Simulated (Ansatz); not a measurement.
# CHB (triplet): from Hartree-Fock to the top rungs, def2-QZVPP

The task here is to estimate one member of a computed series from the others.

Program: Ansatz 0.2.0, Gaussian basis. Level of theory: def2-QZVPP, core rule «outside noble gas», up to 2 orbitals frozen. These are calculated values, not measurements.

To be run: UHF; ROHF; CCSD(T) on UHF.

2 further runs of the same task are left out: 2 set aside as unsound or not needed.

## The system

The geometry is a PBE0/def2-TZVP stationary point (not a proven minimum).

3 atoms, charge 0, spin multiplicity 3.

Atoms are counted from 1 here; the program's logs count them from 0.

Bond lengths: B1–C2 1.449 Å, B1–H3 1.179 Å. Angles: C2–B1–H3 180.0°.

As a file:

```csv
atom,x (Å),y (Å),z (Å)
B1,0.0000,0.0000,0.0901
C2,0.0000,0.0000,-1.3588
H3,0.0000,0.0000,1.2688
```

The first run:

The input, in.yaml:

```yaml
crystal:
  periodic: [false, false, false]
  atoms:
    - {symbol: B, position_ang: [0.000000, 0.000000, 0.090069]}
    - {symbol: C, position_ang: [0.000000, 0.000000, -1.358850]}
    - {symbol: H, position_ang: [0.000000, 0.000000, 1.268781]}
basis:
  gaussian: {orbitals: "def2-QZVPP.json"}
magnetization: {spin_polarized: true, initial_magnetization: 2}
hamiltonian: {xc: hf}
output: {orbitals: {seedname: orbitals}}
```

On the command line:

```sh
$ ansatz run in.yaml --threads 1 --pin off --events-out ev --progress --plain --max-ram 2393MiB
```

Among the steps run: UHF; ROHF; CCSD(T) on UHF.

One table of the session follows, with a row left open; its other results are not shown here.

It belongs to the step «Misses and costs». 

```
  method  from UCCSD(T) (meV)
    ROHF              +6273.9
     UHF                    ?
    UMP2               +951.2
   UCCSD               +257.0
UCCSD(T)                    0
```

**Question.** Estimate the row for UHF.

**Answer.** from UCCSD(T) (meV): +6174.6. In the column «from UCCSD(T) (meV)» it lies between UMP2 (+951.2) and ROHF (+6273.9).
